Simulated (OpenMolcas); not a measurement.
## Li2 (lithium dimer): the energy, rung by rung

Li2 has 2 atoms, charge 0, and is taken as a singlet. As SMILES, `[Li][Li]`. Geometry: the measured bond length.

```xyz
2

Li    0.0000    0.0000    0.0000
Li    0.0000    0.0000    2.6729
```

Quantity: the energy change with the Li1–Li2 bond stretched from 2.673 to 6.682 Å, in eV. The values are calculated.

```tsv
level	kind	program	value (eV)	CPU time (all runs)
B3LYP/6-31G (restricted)	global hybrid	OpenMolcas	1.39	5.1 s
PBE0/6-31G (restricted)	global hybrid	OpenMolcas	1.50	5 s
MP2/6-31G (restricted)	perturbation theory	OpenMolcas	1.30	3.2 s
MC-PDFT[tPBE](2,8)/6-31G	multireference	OpenMolcas	0.90	3.8 s
MRCI(2,2)/6-31G	multireference	OpenMolcas	0.81	3.5 s
SC-NEVPT2(2,8)/6-31G	multireference	OpenMolcas	0.81	5.5 s
ACPF/6-31G (restricted)	coupled cluster or CI	OpenMolcas	-0.40	3.5 s
CISD/6-31G (restricted)	coupled cluster or CI	OpenMolcas	0.82	3.5 s
FCI/3-21G	exact in the basis	OpenMolcas	0.88	22 s
```

The first shape isn't each level's own minimum. The values span -0.40 to 1.50 eV. All rows use very small basis sets, so even the best lies far from the true value. CPU times are rough (shared hosts, several kinds of processor): they show what a rung costs within a factor of a few.
